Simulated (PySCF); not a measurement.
Bonds broken one at a time in the series ethynyl-X. Isolated molecules, 0 K electronic values unless said otherwise. One relaxed conformer stands for each flexible species; it need not be the lowest. Strings in code marks are SMILES.

Level of theory: PBE-D3(BJ)/def2-TZVP (PySCF). 

A: whole molecule (`C#CC=C`)
B: radical fragment (`[CH]=C`)
C: whole molecule (`C#CSC`)
D: radical fragment (`C#C[CH]C`)

Question: A design calls for the lowest dipole moment in this set. Which member fits?

Answer: A (0.38 D); next is D (0.69 D).
